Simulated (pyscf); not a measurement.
PySCF, gas phase, ωB97X-D3(BJ)/def2-SVP geometries. MP2 and CC: frozen core, UHF for open shells. ΔMP2 is the change of the MP2 total energy from the triple- to the quadruple-zeta basis.

Estimate by transition-state theory the rate constant of H₃C–GaH₂ + water (H₂O) → methane (CH₄) + HO–GaH₂ (singlet surface; C–Ga, H–O broken, C–H, Ga–O formed) at 600 K, with CCSD(T)/def2-TZVPP + ΔMP2(QZVPP) energies (ideal gas, 1 atm, RRHO with modes under 100 cm⁻¹ raised to 100, one conformer, R ln 2 for chiral ones without a mode under 150 cm⁻¹; no tunnelling).

The electronic barrier is 12.1 kcal/mol and the thermal terms add +21.2, so ΔG‡ = 33.2 kcal/mol. With k_BT/h = 1.25e+13 s⁻¹ and RT = 1.192 kcal/mol, and a volume of 8.18e-20 cm³ per molecule at 1 atm, k = 8.0e-19 cm³ molecule⁻¹ s⁻¹. Wigner's tunnelling factor for 1459i cm⁻¹ would be 1.51, likely too low at so high a frequency. A shift of 1 kcal/mol in the barrier changes k by a factor 2.3. On the reactant side the descent ends in an adduct with a Ga–O contact, 14.6 kcal/mol under the separated species and 24.9 kcal/mol under the saddle at ωB97X-D3(BJ)/def2-TZVP. What is counted as formed (Ga–O) is already present as a longer contact in the reactant adduct; forming that adduct is a step of its own. This is the saddle that the search found; another between the same sides may lie lower. The CCSD(T) − MP2 part came from Ansatz, without density fitting, on the same reference. The frozen core leaves the outer d or s,p core shells of the metals and heavy elements correlated in the MP2 and CC values, and def2-TZVPP describes them poorly, which can shift differences by a few kcal/mol. Elements up to Kr have no core potential and no relativistic terms here.
